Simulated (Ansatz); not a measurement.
H$_{3}$MgN (`[NH2][MgH]`). Charge 0, multiplicity 1.

```csv
atom,x (Å),y (Å),z (Å)
N1,0.755,0.399,0.013
Mg2,-0.914,-0.483,-0.015
H3,1.660,-0.029,0.145
H4,0.914,1.390,-0.101
H5,-2.415,-1.277,-0.041
```

Task: List the harmonic frequencies (cm⁻¹, unscaled) at PBE0-D4/def2-TZVP in Ansatz. (Best estimate.)

Result: Computed: 300, 307, 355, 529, 692, 1559, 1639, 3579, 3659.

Task: Is this a minimum?

Result: Yes, all 9 modes are real.

Task: Give the ideal-gas thermochemistry at 298.15 K and 1 bar (rigid rotor, harmonic oscillator; point group C2v, symmetry number 2).

Result: Zero-point energy 75.5 kJ/mol; H(298) − E = 89.4 kJ/mol; entropy 251.1 J/(mol·K), of which translation 155.3, rotation 75.5, vibration 20.4; G(298) − E = 14.5 kJ/mol.

Task: Rotational constants (cm⁻¹)?

Result: 12.72, 0.3838, 0.3726.
